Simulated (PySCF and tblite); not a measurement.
Values are calculated unless marked as measured or tabulated.
System: C₅H₁₀O, numbered as in [CH2:1]=[CH:2][CH2:3][CH2:4][CH2:5][OH:6].

Motion: rotation about the C4–C5 bond (torsion C3–C4–C5–O6 from 62° to 177°, rising). GFN2-xTB gives an electronic barrier of 2.5 kcal/mol and a reaction energy of 0.2 kcal/mol.

Q: What does PBE0/pcSseg-1 + D3(BJ) give on GFN2-xTB geometries?

A: A barrier of 4.1 kcal/mol, 1.6 above the tight-binding barrier (from unrounded values), a reaction energy of 0.7 kcal/mol and, with GFN2-xTB thermal terms, ΔG‡(298 K) = 4.5 kcal/mol and k = 3.3×10⁹ s⁻¹ (1 equivalent path).

Programs: tblite and PySCF.
